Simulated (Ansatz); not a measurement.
# CH₅B (triplet): the correlation ladder at distance B1–H4 along a hydrogen transfer = 1.110 Å, cc-pVDZ

One table from this session's results is given with a row withheld; the runs are named, their logs left out.

Method: cc-pVDZ, core rule «outside noble gas», up to 2 orbitals frozen; program: Ansatz 0.2.0, Gaussian basis.

The runs, in order: UHF; CCSD(T) on ROHF; CCSD(T) on UHF; BCCD(T) on ROHF; CISD; CCSDT(Q) on ROHF; CCSDT(Q) on UHF; CASSCF and NEVPT2, 4 electrons in 4 orbitals.

10 further runs of the same task are left out: 2 for a mislabelled method, 7 that didn't finish, 1 set aside as unsound or not needed.

## What is computed

The geometry derives from fragments relaxed apart (PBE0/def2-TZVP) and kept rigid, so it is no stationary point. A hydrogen atom is moved between rigid fragments.

7 atoms, charge 0, spin multiplicity 3.

Atoms are counted from 1 here; the program's logs count them from 0.

Bond lengths: B1–H2 1.193 Å, B1–H3 1.193 Å, B1–H4 1.110 Å, C5–H6 1.079 Å, C5–H7 1.079 Å. Angles: H2–B1–H3 120.0°, H2–B1–H4 120.0°, H3–B1–H4 120.0°, H6–C5–H7 134.8°.

Set-up of the first run:

Contents of in.yaml:

```yaml
crystal:
  periodic: [false, false, false]
  atoms:
    - {symbol: B, position_ang: [-1.331889, 0.000000, 0.000000]}
    - {symbol: H, position_ang: [-1.928622, 1.033571, 0.000000]}
    - {symbol: H, position_ang: [-1.928622, -1.033571, 0.000000]}
    - {symbol: H, position_ang: [-0.221889, 0.000000, 0.000000]}
    - {symbol: C, position_ang: [1.260111, 0.000000, 0.000000]}
    - {symbol: H, position_ang: [1.674579, 0.000000, 0.996161]}
    - {symbol: H, position_ang: [1.674579, 0.000000, -0.996161]}
basis:
  gaussian: {orbitals: cc-pVDZ}
magnetization: {spin_polarized: true, initial_magnetization: 2}
hamiltonian: {xc: hf}
output: {orbitals: {seedname: orbitals}}
```

On the command line:

```console
ansatz run in.yaml --threads 1 --pin off --events-out ev --progress --plain --max-ram 2393MiB
```

Steps of the session up to this table: UHF; CCSD(T) on ROHF; CCSD(T) on UHF; BCCD(T) on ROHF; CISD; CCSDT(Q) on ROHF; CCSDT(Q) on UHF; CASSCF and NEVPT2, 4 electrons in 4 orbitals.

One of the session's tables, all rows but one given; the rest of the session is left out.

| method | from UCCSDT(Q) (meV) |
| --- | --- |
| ROHF | +6923.4 |
| UHF | +6706.0 |
| RMP2 | +1342.4 |
| UMP2 | +1339.0 |
| CISD | +644.4 |
| RCCSD | +151.3 |
| UCCSD | +148.0 |
| RCCSD(T) | +28.6 |
| UCCSD(T) | +28.5 |
| BCCD(T) | ? |
| RCCSDT | +5.4 |
| UCCSDT | +4.5 |
| RCCSDT(Q) | +0.8 |
| UCCSDT(Q) | 0 |
| CASSCF pair | +6459.4 |
| NEVPT2 pair | +1335.1 |

**Question.** Estimate the row for BCCD(T).

As computed: from UCCSDT(Q) (meV): +28.9. In the column «from UCCSDT(Q) (meV)» it lies between RCCSD(T) (+28.6) and UCCSD (+148.0).

Caveats from the session: Restricted and unrestricted rows rest on different reference determinants; where their highest levels disagree by more than a few hundredths of an eV, they describe different states and don't form one ladder.
